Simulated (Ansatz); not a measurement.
The cluster Al₂H₂⁺. Charge 1, multiplicity 2. Geometry PBE-D4/def2-TZVP.

```xyz
4

Al    1.039    0.407    0.894
Al   -1.032   -0.401   -0.904
H     0.529   -1.000   -0.160
H    -0.536    0.995    0.170
```

The structure comes from a short search, and lower isomers may exist.

Task: Estimate the α-spin orbital energies around the gap (eV) in Ansatz with PBE-D4/def2-TZVP, PBE0-D4/def2-TZVP.

Result: 
| orbital | PBE-D4/def2-TZVP | PBE0-D4/def2-TZVP |
| --- | --- | --- |
| HOMO−5 | -75.47 | -80.26 |
| HOMO−4 | -75.46 | -80.26 |
| HOMO−3 | -17.41 | -19.03 |
| HOMO−2 | -13.39 | -14.63 |
| HOMO−1 | -12.57 | -13.61 |
| HOMO | -10.49 | -11.39 |
| LUMO | -8.83 | -8.03 |
| LUMO+1 | -7.20 | -6.43 |
| LUMO+2 | -7.10 | -6.26 |
| LUMO+3 | -5.37 | -4.60 |
| LUMO+4 | -5.04 | -4.26 |
| LUMO+5 | -4.38 | -3.52 |
| β HOMO | -11.94 | -12.57 |
| β LUMO | -9.47 | -8.78 |
